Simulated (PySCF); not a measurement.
Structure problem from calculated spectra and properties.

Formula: C4H4S2.

- NMR, other nuclei: isotropic shieldings of nuclei other than C and H, by class: 267 (1 S), 534 (1 S) ppm [GIAO PBE0/pcSseg-1]
- 13C NMR: chemical shifts (computed TMS as zero) by class: 134.9 (1 C), 134.1 (1 C), 132.6 (1 C), 122.9 (1 C) ppm [GIAO PBE0/pcSseg-1]
- 1H NMR: chemical shifts (computed TMS as zero) by class: 7.11 (1 H), 6.77 (1 H), 6.61 (1 H), 3.85 (1 H) ppm [GIAO PBE0/pcSseg-1]
- Dipole: 1.41 D [PBE0/pcSseg-1]
- Rotational structure: rotational constants A, B, C: 7.083, 1.516, 1.249 GHz [GFN2-xTB]

Gas-phase values; electronic properties from PySCF, density fitting. Levels stand in brackets. The structure is a single GFN2-xTB conformer in the gas phase; no vibrational or solvent corrections. Each NMR value is the plain mean over a class of atoms that symmetry, rotation or inversion makes alike.

Question: What is the compound? Reason from the data.

Answer: Numbering: `[SH:1][c:2]1[cH:3][cH:4][s:5][cH:6]1`. Its formula, C4H4S2, gives 3 degrees of unsaturation: 1 ring and 2 π bonds in the structure found (Kekulé form). 4 carbons fall into 4 classes; from least to most shielded: aromatic CH next to a ring sulfur [C4] (134.9 ppm), substituted aromatic carbon [C2] (134.1 ppm), aromatic CH carbon [C3] (132.6 ppm), aromatic CH next to a ring sulfur [C6] (122.9 ppm). Hydrogen classes from least to most shielded: 1 H on an aromatic CH next to a ring sulfur, C4 (7.11 ppm), 1 H on an aromatic CH carbon, C3 (6.77 ppm), 1 H on an aromatic CH next to a ring sulfur, C6 (6.61 ppm), 1 H on a thiol sulfur, S1 (3.85 ppm). The other shieldings belong to: 267 ppm, thiophene-type sulfur [S5]; 534 ppm, thiol sulfur [S1]. The optimised geometry has point group Cs and is an asymmetric top. Structure: `c1cc(S)cs1`. Computed isomers that give other values at the same levels: `Sc1cccs1` (rotational constant A: 5.308 GHz; this holds for the one conformer computed). The assignments are read from this structure; whether some other isomer fits the data as well wasn't checked.

The values belong to the conformer `[SH:1][c:2]1[cH:3][cH:4][s:5][cH:6]1`: H–S1–C2–C3 0°.
